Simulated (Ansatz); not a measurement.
# Point defect: Na vacancy in Na

Computed with DFT PBE, scalar-relativistic, plane waves, PAW (Ansatz 0.2.0). Settings: 420 eV cutoff, 2×2×2 k-mesh, Gaussian smearing of 0.10 eV, no spin polarisation.

Host crystal, relaxed:

```yaml
crystal:
  lattice:
    - [-2.09829, 2.09829, 2.09829]
    - [2.09829, -2.09829, 2.09829]
    - [2.09829, 2.09829, -2.09829]
  atoms:
    - { symbol: Na, position: [0.00000, 0.00000, 0.00000] }
```

Supercell of 64 atoms, rows in host cell vectors: 0 0 -4; 0 -4 0; -4 0 0. Atoms relax at the host's cell, keeping the symmetry that the supercell leaves at the site. The cell is small, so energies carry finite-size errors of tenths of an eV. The host is a metal. Atoms are taken from and returned to the elements' standard states.

Defect: Na vacancy at (0.000, 0.000, 0.000) of the host cell.

What is the formation energy of the neutral defect?

0.21 eV.

Does the neutral defect carry a moment, and how do its surroundings relax?

The neutral run had no spin polarisation, so a moment wasn't tested. The nearest neighbours before are 8 Na at 3.63 Å; after relaxation the atoms near the site are 8 Na at 3.42 Å; the largest move is 0.21 Å.

Cost: 2 runs of about 25 core-minutes in all, on Intel Xeon Processor @ 2.10GHz (Emerald Rapids) (shared hosts).